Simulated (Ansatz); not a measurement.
# C3H4F2O: up Jacob's ladder to CCSD(T)

Aim: compute C3H4F2O with functionals from several rungs and with coupled cluster, and see how far each lands from CCSD(T) at the basis-set limit for the atomisation energy.

Computed with Ansatz 0.2.0, Gaussian basis. Level: functionals in def2-TZVPP, the program's frozen cores in correlated methods.

The runs, in order: PBE-D4, r2SCAN-D4, PBE0-D4, B3LYP-D4, ωB97X-V, ωB97M-V, B2PLYP; CCSD(T)/def2-TZVPP; MP2/def2-QZVPP; extrapolation to the limit.

## (1) The geometry

An earlier PBE0-D4/def2-TZVP relaxation fixed the geometry.

10 atoms, charge 0, spin multiplicity 1.

Atoms are counted from 1 here; the program's logs count them from 0.

Bond lengths: C1–C2 1.493 Å, C1–H7 1.089 Å, C1–H8 1.090 Å, C1–H9 1.089 Å, C2–F3 1.364 Å, C2–F4 1.364 Å, C2–C5 1.532 Å, C5–O6 1.194 Å, C5–H10 1.109 Å. Angles: C2–C1–H7 109.8°, C2–C1–H8 109.0°, C2–C1–H9 109.8°, H7–C1–H8 109.8°, H7–C1–H9 108.7°, H8–C1–H9 109.8°, C1–C2–F3 111.0°, C1–C2–F4 111.0°, C1–C2–C5 115.9°, F3–C2–F4 106.3°, F3–C2–C5 106.0°, F4–C2–C5 106.1°, C2–C5–O6 123.6°, C2–C5–H10 113.3°, O6–C5–H10 123.1°.

Coordinates:

```
C    -0.4067   -1.0741    0.3445
C     0.2843   -0.0104   -0.4426
F     1.6154   -0.2819   -0.5669
F    -0.2127    0.0590   -1.7110
C     0.1937    1.4091    0.1260
O    -0.3822    1.6809    1.1356
H    -1.4691   -0.8454    0.4199
H    -0.2698   -2.0320   -0.1572
H     0.0120   -1.1201    1.3490
H     0.7181    2.1637   -0.4943
```

## (2) PBE-D4 (GGA)

The input, in.yaml:

```yaml
crystal:
  periodic: [false, false, false]
  atoms:
    - {symbol: C, position_ang: [-0.406745, -1.074143, 0.344482]}
    - {symbol: C, position_ang: [0.284339, -0.010374, -0.442650]}
    - {symbol: F, position_ang: [1.615358, -0.281938, -0.566880]}
    - {symbol: F, position_ang: [-0.212726, 0.059013, -1.710999]}
    - {symbol: C, position_ang: [0.193746, 1.409098, 0.125988]}
    - {symbol: O, position_ang: [-0.382174, 1.680915, 1.135603]}
    - {symbol: H, position_ang: [-1.469128, -0.845397, 0.419908]}
    - {symbol: H, position_ang: [-0.269776, -2.032036, -0.157229]}
    - {symbol: H, position_ang: [0.012015, -1.120098, 1.349044]}
    - {symbol: H, position_ang: [0.718091, 2.163659, -0.494265]}
basis:
  gaussian: {orbitals: def2-TZVPP}
hamiltonian: {xc: pbe, dispersion: d4}
output: {forces: true, orbitals: {seedname: orbitals}}
```

Launch:

```console
$ ansatz run in.yaml --threads 4 --pin off --events-out ev --progress --plain --max-ram 10444MiB
```

After this run come: r2SCAN-D4 (meta-GGA); PBE0-D4 (hybrid); B3LYP-D4 (hybrid); ωB97X-V (range-separated); ωB97M-V (range-separated); B2PLYP (double hybrid); CCSD(T) in def2-TZVPP; MP2 in def2-QZVPP.

Q: Predict the results of all the runs planned. Wanted: atomisation energy, CCSD(T)/CBS; farthest; mean size of error, hybrid; mean size of error, range-separated; gap, smallest and largest; T1 diagnostic; triples share of the correlation energy.

As calculated:

| quantity | value |
| --- | --- |
| atomisation energy, CCSD(T)/CBS | 4160.7 kJ/mol |
| functionals within 20.8 kJ/mol (0.5 %) | B3LYP-D4, ωB97X-V, ωB97M-V |
| farthest | PBE-D4 (+163.4 kJ/mol) |
| mean size of error, hybrid | 18.3 kJ/mol |
| mean size of error, range-separated | 17.7 kJ/mol |
| gap, smallest and largest | 3.65 eV (PBE-D4), 11.46 eV (ωB97X-V) |
| T1 diagnostic | 0.0133 |
| triples share of the correlation energy | 3.6 % |

What this shows: PBE-D4 misses by +163.4 kJ/mol, or 18.2 kJ/mol for each of 9 bonds. Double hybrids carry the basis error of their MP2 part in triple zeta, and no dispersion term here, so their miss is partly the set-up's. The reference freezes the cores and leaves out relativity and excitations past (T), so misses under about 20.8 kJ/mol can't be ranked. Hartree-Fock recovers 70 % of the binding; the rest is correlation. Orbital gaps span 3.7 to 11.5 eV; exact exchange widens them.
